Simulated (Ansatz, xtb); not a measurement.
Two isomers of C4H9F

We compare X, `CC(C)CF`, a singlet, with Y, `CC(C)(C)F`, a singlet. Both are isolated molecules in the gas phase, relaxed with PBE-D3(BJ)/def2-SVP, each in the lowest conformer that the search found.

Energies in hartree; the thermal terms are from PBE-D3(BJ)/def2-SVP harmonic frequencies (ideal gas, rigid rotor, one conformer each, 298.15 K, 1 atm) and include the zero-point energy:

```
                              X           Y
E, CCSD(T)/def2-SVP  −256.801684  −256.812699
    E, MP2/def2-SVP  −256.720673  −256.731682
  E, MP2/def2-TZVPP  −257.207497  −257.219029
  zero-point energy     0.121029     0.119604
       H(298 K) − E     0.128362     0.127054
       G(298 K) − E     0.091668     0.091689
```

**Question.** Correct the CCSD(T) difference for the basis set by the MP2 change, then work out ΔE, ΔE₀, ΔH and ΔG for X → Y in kcal/mol (1 Eh = 627.51 kcal/mol) and the equilibrium ratio [Y]/[X].

**Answer.** 1. Differences Y − X: CCSD(T) −0.011015, MP2 in the small set −0.011009, MP2 in the large set −0.011532 Eh.
2. ΔE = −0.011015 + (−0.011532 − (−0.011009)) = −0.011538 Eh = −7.24 kcal/mol.
3. ΔE₀ = ΔE + ΔZPE = −0.011538 + (−0.001425) Eh = −8.13 kcal/mol.
4. ΔH = ΔE + (−0.001308) Eh = −8.06 kcal/mol.
5. ΔG = ΔE + (+0.000021) Eh = −7.23 kcal/mol, so ΔS = (ΔH − ΔG)/T = −11.7 J/(mol K).
6. kT = 0.9442 mEh, so K = [Y]/[X] = exp(−ΔG/kT) = exp(+12.20) ≈ 2.0 × 10^5.

Structure Y is favoured at this temperature. An error of 1 kcal/mol in ΔG would change K by a factor of 5.4. Mirror images and further conformers aren't counted.

As drawn, both hold the same kinds of bond in the same numbers. Structure X has 2 methyl groups, Y 3.

Other levels gave ΔE = −4.1 (GFN2-xTB); −4.6 (HF/STO-3G, GFN2-xTB geometries); −8.1 (r2SCAN-D4/def2-SVP, GFN2-xTB geometries); −6.7 (PBE-D3(BJ)/def2-SVP); −6.4 (HF/def2-SVP); −6.9 (MP2/def2-SVP); −6.9 (CCSD(T)/def2-SVP) kcal/mol. The correlated steps freeze 5 core orbitals. Programs: Ansatz 0.2.0, xtb 6.7.1.
